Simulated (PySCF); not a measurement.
[C3H8FN]+: g tensor and hyperfine couplings

Species: C3H8FN (charge +1 and doublet state).
Geometry (GFN2-xTB, Å), atoms numbered from 1 in this order:
```xyz
13
C3H8FN angstrom
N      2.0170   -0.2091   -0.1473
C      0.6932   -0.4546    0.1918
C     -0.3109    0.5819   -0.2679
C     -1.7495    0.1475    0.0093
F     -1.7868   -0.6110    1.1454
H      2.2751    0.5611   -0.7476
H      2.7572   -0.7905    0.2189
H      0.3871   -1.4610   -0.1750
H      0.6034   -0.6173    1.2894
H     -0.1992    0.8145   -1.3301
H     -0.1168    1.5131    0.2804
H     -2.1570   -0.4763   -0.7964
H     -2.4172    1.0022    0.1611
```

The hyperfine couplings belong to this conformer and change with its torsions.

The species is `C(CF)C[NH2+]` [radical] (charge +1).

Level of theory: PySCF 2.14.0, UKS B3LYP, pcH-1 on C F H N, non-relativistic, mean-field spin-orbit, GIAO. Geometry: GFN2-xTB, one conformer, isolated ion. Couplings are sensitive to structure, and on GFN2-xTB geometries they can be far from those on DFT ones, by a factor of two or more for some ions and for spin on atoms past the first row. No stability test was run, so a lower SCF solution isn't excluded.

```
g1, g2, g3                      : 2.00212, 2.00394, 2.00475
g_iso                           : 2.00360
Form of g                       : rhombic: the two nearest values differ by 31 % of g3 − g1
⟨S²⟩                            : 0.7545 (exact 0.7500)
HOMO–LUMO gap, α and β orbitals : 8.50, 2.19 eV
Total energy                    : -273.41864 Eh
Basis functions                 : 205
```

Hyperfine couplings atom by atom, in 10⁻⁴ cm⁻¹; T1 to T3 are the principal values of the dipolar part (1 × 10⁻⁴ cm⁻¹ = 2.998 MHz):

```tsv
atom	isotope	a_iso	T1	T2	T3	Mulliken spin population
N1	14N	11.5	-13.1	-13.0	26.1	0.82
C2	13C	-13.8	-4.4	-2.0	6.4	-0.02
C3	13C	-0.2	-0.5	-0.1	0.6	0.00
C4	13C	-0.4	-0.1	-0.1	0.2	0.00
F5	19F	1.9	-4.4	-3.4	7.8	0.01
H6	1H	-20.6	-15.2	-3.4	18.6	-0.03
H7	1H	-19.8	-14.8	-3.6	18.4	-0.03
H8	1H	114.3	-3.7	-2.2	5.9	0.13
H9	1H	87.2	-3.7	-2.1	5.7	0.10
H10	1H	3.0	-1.1	-0.8	1.9	0.00
H11	1H	9.0	-1.1	-0.8	1.9	0.01
H12	1H	0.4	-0.5	-0.4	0.9	0.00
H13	1H	-0.1	-0.3	-0.3	0.6	0.00
```

The largest Mulliken spin populations are on N1 (+0.82), H8 (+0.13) and H9 (+0.10). No atom but N1 exceeds +0.15. The angles at N1 add up to 360.0°, so it is planar; its axial dipolar tensor and the negative couplings of its protons fit spin in a p orbital normal to that plane.

Axes: g2 points within 6° of the N1–C2 bond.

Under fast tumbling the dipolar parts average out, and these isotropic splittings remain: 2 × 1H (H8/H9, I = 1/2, 3 lines) with 10.77 mT, 1 × 1H (H6, I = 1/2, 2 lines) with 2.20 mT, 1 × 1H (H7, I = 1/2, 2 lines) with 2.12 mT, 1 × 14N (N1, I = 1, 3 lines) with 1.23 mT, 2 × 1H (H10/H11, I = 1/2, 3 lines) with 0.64 mT and 1 × 19F (F5, I = 1/2, 2 lines) with 0.20 mT.

Means are taken over nuclei equivalent by connectivity, which assumes that they swap fast. H6 and H7 aren't averaged: N1 is flat or nearly so (angle sum 360°), and its turn about the short N1–C2 bond (1.39 Å) is taken as slow. The 1H value of +302.1 MHz is a mean of couplings from 261.5 to 342.6 MHz in this one geometry, not an average over conformers. The 1H value of +17.9 MHz is a mean of couplings from 8.9 to 26.9 MHz in this one geometry, not an average over conformers.

The 13C coupling of C2 (-41.2 MHz) shows only in satellite lines or after enrichment, since that isotope makes up about 1.07 % of natural carbon.

On one thread of an Arm Neoverse V1, shared host with 64 logical CPUs at a one-minute load of 8.5, this took 25 s of wall time (grids of density and orbitals included) and 0.81 GiB of memory at its peak.
